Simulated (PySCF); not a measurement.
**Relaxation of doublet AlCl2**

Method: UPBE0/[Al def2-TZVP, Cl def2-TZVP], no relativity, density fitting, PySCF. A (50,194) grid was used.

A hand-made bent start, of C2v symmetry, held to at least that symmetry:

```xyz
3
charge 0 multiplicity 2, angstrom
Al    0.0000    0.0000   -0.9312
Cl    1.8431    0.0000    0.3593
Cl   -1.8431    0.0000    0.3593
```

Optimiser trace:
| step | E − E(last) (kJ/mol) | largest gradient (Eh/bohr) |
| --- | --- | --- |
| 0 | 29.74 | 0.04288 |
| 1 | 3.54 | 0.01593 |
| 2 | 0.33 | 0.00412 |
| 3 | 0.01 | 0.00059 |
| 4 | 0.00 | 0.00015 |

It ends at C2v with Al–Cl 2.102 Å (×2); Cl–Al–Cl 119.0°. A frequency run shows a minimum. Other isomers or separated fragments may lie lower.

Final geometry:
Z-matrix (Å, degrees; charge 0 multiplicity 2):
```
Al
Cl 1 2.1024
Cl 1 2.1024 2 118.98
```

The relaxation took 6.4 s on 4 threads of a shared Arm Neoverse V2 host, with 111 basis functions and 5 gradients; the process peaked at 0.53 GiB. Launch command: `OMP_NUM_THREADS=4 python axn.py task.json out`.
